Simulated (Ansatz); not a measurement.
Two shapes of singlet CH₃N.

Shape 1:

```xyz
5

C    -0.0029   -0.0458   -0.6317
N     0.0249   -0.0982    0.6485
H     0.0352    0.9194    1.0597
H    -0.0159   -0.9979   -1.1867
H    -0.0394    0.8813   -1.2322
```

Shape 2:

```xyz
5

C    -0.0008   -0.0538   -0.5842
N    -0.0025   -0.0770    0.6895
H     0.0057    0.8886    1.0650
H     0.0093   -0.9926   -1.1369
H    -0.0026    0.8638   -1.1980
```

Basis set: STO-3G (spherical functions). Correlated methods keep 2 orbitals frozen. Charge 0, multiplicity 1.

Computed with Ansatz (development build ahead of 0.2.0); each method stands on the lowest determinant of its kind that the runs found.

(1) Which shape is lower in energy, and by how much in each method?

## Answers

(1)

| method | E(2) − E(1) (eV) |
| --- | --- |
| RHF | -0.064 |
| RHF-MP2 | 0.045 |

The methods disagree on the order.
